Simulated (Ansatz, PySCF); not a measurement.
Molecule: CS2, charge 1, multiplicity 2. 
Geometry from a B3LYP-D3(BJ)/def2-TZVP (Ansatz, an electronic-structure program) optimisation:
```xyz
3

S      0.0000     0.0000    -1.5517
C      0.0000     0.0000     0.0000
S      0.0000     0.0000     1.5517
```
Charge +1, spin multiplicity 2.

Total electronic energies in hartree. Correlated levels leave the core frozen unless marked. Open shells are spin-unrestricted. No spin-orbit coupling. Non-relativistic. Basis-set limits of correlation are two-point, X^-3; Hartree-Fock from the larger set.

The UHF reference is spin-contaminated (<S^2> 0.28 over the pure value in the largest basis). 

```csv
level,program,energy (Eh)
TPSS/def2-TZVPD,PySCF,?
r2SCAN0/def2-TZVPD,Ansatz,?
PW6B95/def2-TZVPD,PySCF,-834.85911
HSE06-D3(BJ)/def2-TZVPD,Ansatz + dftd3,-833.82319
RI-MP2/cc-pV(T+d)Z,Ansatz,-833.07514
"RI-MP2/CBS(cc-pV(T+d)Z,cc-pV(Q+d)Z)",Ansatz,-833.1406
SCS-MP2/6-31G*,Ansatz,-832.87807
CCSD/cc-pV(D+d)Z,Ansatz,-832.99333
"CCSD(T)/CBS(cc-pV(T+d)Z,cc-pV(Q+d)Z)",Ansatz,-833.2087
```

Q: Fill in the missing entries.

A: 
- TPSS/def2-TZVPD, energy (Eh): -834.22340
- r2SCAN0/def2-TZVPD, energy (Eh): -834.06791
